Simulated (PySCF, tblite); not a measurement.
A complex of fluoromethane and hydrogen cyanide

A gas-phase complex of fluoromethane and hydrogen cyanide; neutral, singlet. The structure comes from a short search (6 tight-binding starts) and was relaxed by PBE0-D3(BJ)/def2-TZVPD; another way of binding may lie lower. No frequency run checks that it is a minimum.

Parts: 1 = fluoromethane (CF), atoms 1–5; 2 = hydrogen cyanide (C#N), atoms 6–8.

Coordinates in Å:
```
C1      0.184   -0.409    0.163
F2      0.474    0.696    0.951
H3     -0.282   -1.169    0.792
H4     -0.499   -0.104   -0.631
H5      1.115   -0.785   -0.261
C6     -0.834    3.465    0.390
N7     -1.404    4.400    0.049
H8     -0.306    2.583    0.698
```

```csv
contact,kind (by geometry),distance (Å),angle (°)
H8···F2,C–H hydrogen bond,2.057,167
```

Interaction energies are complex less parts, with the parts frozen as they stand in it; counterpoise-corrected, in kcal/mol (PySCF). The CCSD(T) estimate is Hartree-Fock/aug-cc-pVQZ, plus the MP2 correlation part extrapolated as X⁻³ from aug-cc-pVTZ and aug-cc-pVQZ, plus CCSD(T) less MP2 in aug-cc-pVDZ; noble-gas cores are frozen. It isn't the exact limit.

Give the interaction energy at each level run.


```
                         level  interaction  superposition error removed
      Hartree-Fock/aug-cc-pVQZ        -2.99                            -
       wB97M-D3(BJ)/def2-TZVPD        -3.54                        -0.06
        PBE0-D3(BJ)/def2-TZVPD        -3.69                        -0.06
               MP2/aug-cc-pVQZ        -3.51                        -0.23
CCSD(T), estimated basis limit        -3.57                            -
```

What holds them together? Decompose the wB97M-D3(BJ)/def2-TZVPD energy: frozen parts, their antisymmetrised product, then relaxation.

electrostatic -4.7, Pauli repulsion +3.3, orbital relaxation -1.6, dispersion correction -0.6 kcal/mol, which sum to the value before the counterpoise correction; the Pauli term holds the exchange-correlation of the frozen density too. Of the attraction, 68 % is electrostatic, 23 % is orbital relaxation, 9 % is dispersion correction.

The parts were also relaxed and run alone, at the levels used for the complex: shieldings by PBE0/pcSseg-2; core levels by delta-SCF with SCAN, pcX-2 on the ionised atom and pcseg-1 elsewhere, spin-free X2C.

How do these values change when the complex forms?


| property | alone | in the complex | change |
| --- | --- | --- | --- |
| C6–H8 bond (Å) | 1.069 | 1.074 | +0.005 |
| shielding of H8 (ppm) | 29.01 | 27.93 | -1.08 |
| shielding of F2 (ppm) | 467.7 | 462.1 | -5.6 |
| shielding of C6 (ppm) | 71.5 | 68.5 | -3.0 |
| F2 1s core level (eV) | 692.76 | 693.44 | +0.69 |
| C6 1s core level (eV) | 293.41 | 292.84 | -0.57 |
| N7 1s core level (eV) | 406.64 | 406.12 | -0.52 |

The core-hole states of C6, N7 are spin-contaminated (⟨S²⟩ 0.84, 0.83 against 0.75 for a pure doublet), so those values and differences from them are less sure.
